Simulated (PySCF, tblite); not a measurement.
Isomers of C5H10O, one GFN2-xTB conformer each. Single-point energies are computed at PBE0/pcSseg-1 (PySCF, gas phase, no added dispersion term), electronic only.

```
     SMILES  GFN2-xTB relative energy (kcal/mol)
C/C=C(\C)CO                                  4.3
C/C=C(\C)OC                                  0.0
```

Conformers: `[CH3:1]/[CH:2]=[C:3](\[CH3:4])[CH2:5][OH:6]` with C2–C3–C5–O6 120°, C3–C5–O6–H -57°; `[CH3:1]/[CH:2]=[C:3](\[CH3:4])[O:5][CH3:6]` with C2–C3–O5–C6 0°.

Q: What does PBE0/pcSseg-1 give for the same structures?

A: 
| SMILES | PBE0/pcSseg-1 E (Eh) | PBE0/pcSseg-1 (kcal/mol) | GFN2-xTB (kcal/mol) | point group |
| --- | --- | --- | --- | --- |
| C/C=C(\C)CO | -271.39577 | 0.0 | 4.3 | C1 |
| C/C=C(\C)OC | -271.38969 | 3.8 | 0.0 | – |

GFN2-xTB puts C/C=C(\C)OC lowest instead. As drawn, the lower has an O–H bond, which the higher lacks.

Q: Which frontier levels, dipoles and rotational constants go with these structures?

A: 
| SMILES | HOMO (eV, PBE0/pcSseg-1) | LUMO (eV) | dipole (D) | A, B, C (MHz) |
| --- | --- | --- | --- | --- |
| C/C=C(\C)CO | -6.99 | 0.49 | 1.78 | 6704, 2063, 1750 |
| C/C=C(\C)OC | -6.09 | 1.29 | 0.70 | 5498, 2562, 1807 |

Q: What happens when harmonic zero-point energies from GFN2-xTB frequencies are added?

A: 
```tsv
SMILES	ZPE (kcal/mol)	electronic (kcal/mol)	with ZPE (kcal/mol)
C/C=C(\C)CO	86.5	0.0	0.0
C/C=C(\C)OC	86.5	3.8	3.8
```

The zero-point energies span 0.0 kcal/mol. The order is unchanged.
